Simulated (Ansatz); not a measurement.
A made-up structure of Si2H2S, singlet:

```json
{"atom": "Si1", "x (Å)": "-0.7998", "y (Å)": "0.0882", "z (Å)": "-0.6483"}
{"atom": "Si2", "x (Å)": "0.6955", "y (Å)": "-1.3865", "z (Å)": "-1.1187"}
{"atom": "S3", "x (Å)": "0.6069", "y (Å)": "-0.2796", "z (Å)": "1.0334"}
{"atom": "H4", "x (Å)": "1.2506", "y (Å)": "-2.3432", "z (Å)": "-2.0092"}
{"atom": "H5", "x (Å)": "1.4966", "y (Å)": "0.7349", "z (Å)": "0.9320"}
```

It is relaxed with PBE-D4/def2-SVP and then PBE0-D4/def2-TZVP (Ansatz 0.2.0). Atoms count as bonded within 1.22 times the sum of their covalent radii (H–H: 0.88 Å). The end point is not checked to be a true minimum.

Question: Does its bonding change? (Judge from chemistry; the calculation decides.)

Answer: By the calculation: No: no bond forms or breaks.

Where it ends: The first stage lowers the energy by 0.99 eV in 8 steps. It ends as Si₂H₂S ([Si]1[SiH][SH]1):
```
5
angstrom
Si -1.0587 0.1714 -0.6539
Si 0.5424 -1.1310 -1.2626
S 0.7143 -0.4899 0.8589
H 1.4511 -2.2681 -1.5644
H 1.6007 0.5315 0.8113
```

Labels in which every atom is bracketed show which atoms are joined, not bond orders.

For scale, one of the runs: PBE0-D4/def2-TZVP relaxation, 123 basis functions, launched by `ansatz run in.yaml --threads 2 --pin off --events-out ev --progress --plain --max-ram 4352MiB`. The run took about 16 s on 2 CPU threads of an Arm Neoverse V2 (shared host).
